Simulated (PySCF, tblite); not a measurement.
**AsNH6, a complex of two parts: NMR shifts, interaction energy, infrared bands, spin-spin couplings, core binding energies and electronic excitations**

One table from this session's results is given with a row withheld; the runs are named, their logs left out.

Programs: tblite 0.8.0 and PySCF 2.14.0. All values are calculated, for the isolated system unless a continuum is named. Atoms count from 0, parts from 1.

## Starting point

8 atoms, charge 0, multiplicity 1; geometry: rigid parts in contact. Parts: 1 = atoms 0–3, `N`, charge 0; 2 = atoms 4–7, `[AsH3]`, charge 0.

The first run:

What the job is given:

```
{"job": {"kind": "dock", "xc": "GFN2-xTB", "basis": "xTB"}, "charge": 0, "multiplicity": 1, "parts": [{"atoms": "0-3", "charge": 0, "multiplicity": 1}, {"atoms": "4-7", "charge": 0, "multiplicity": 1}]}
N     -0.000215    -0.000312     0.274918
H      0.935807    -0.122060    -0.091888
H     -0.573681    -0.749732    -0.092457
H     -0.361911     0.872104    -0.090573
As     0.542152     2.758004     1.500888
H      0.928939     1.727512     2.513781
H     -0.841059     2.771023     2.071488
H      0.930821     3.828694     2.470280
```

Level: GFN2-xTB search for minima from random contacts, gas phase.

Command:

```sh
$ OMP_NUM_THREADS=1 python cluster_run.py task.json out
```

The driver reads the jobs from task.json and runs them one after another.

Among the steps run: Search for minima with GFN2-xTB; Optimising the geometry at PBE0-D3(BJ)/def2-TZVPD; Shielding tensors: PBE0/pcSseg-2; Coupled-cluster interaction energy: CCSD(T) and MP2.

One of the session's tables, all rows but one given; the rest of the session is left out.

It belongs to the step «Coupled-cluster interaction energy: CCSD(T) and MP2». 

| method | interaction energy (kcal/mol) |
| --- | --- |
| HF/aug-cc-pVDZ | -0.14 |
| MP2/aug-cc-pVDZ | -1.46 |
| CCSD/aug-cc-pVDZ | -1.17 |
| CCSD(T)/aug-cc-pVDZ | ? |
| HF/aug-cc-pVQZ | -0.13 |
| MP2/aug-cc-pVQZ | -1.77 |
| SCS-MP2/aug-cc-pVQZ | -1.38 |
| MP2, extrapolated | -1.82 |
| CCSD(T), limit estimate | -1.75 |

**Question.** Estimate the row for CCSD(T)/aug-cc-pVDZ.

**Answer.** interaction energy (kcal/mol): -1.39. In the column «interaction energy (kcal/mol)» it lies between MP2/aug-cc-pVDZ (-1.46) and SCS-MP2/aug-cc-pVQZ (-1.38).
